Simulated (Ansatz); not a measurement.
`C=C(C)C(C)=O` + `C=C(O)O` → `C=C(O)OC` + `C=C(C)C=O`  (substitution at a C–C bond)

Program: Ansatz. Geometries: PBE0-D4/def2-TZVP. ΔE: electronic, gas phase. CCSD(T)/CBS adds triple-zeta CCSD(T) − MP2 to the extrapolated MP2 energy (def2 sets, frozen cores). One conformer a species, not always the lowest.

| species | CCSD/def2-TZVPP energy (Eh) |
| --- | --- |
| `C=C(C)C(C)=O` | -270.04817 |
| `C=C(O)O` | -228.68317 |
| `C=C(O)OC` | -267.90121 |
| `C=C(C)C=O` | -230.80781 |

(1) Work out ΔE.

Largest T1 diagnostic among the species: 0.014.

Results:

(1) ΔE = (-267.90121) + (-230.80781) − (-270.04817) − (-228.68317) = 0.02232 Eh = +58.6 kJ/mol. CCSD(T)/CBS gives +61.0 kJ/mol.

From PBE to PBE0 (25 % exact exchange), in def2-TZVPP and without D4, ΔE moves by +3.4 kJ/mol. In def2-TZVPP, CCSD(T) changes the Hartree–Fock value by +6.4 kJ/mol (the triples alone add −0.0 kJ/mol) and MP2 by +9.5 kJ/mol.
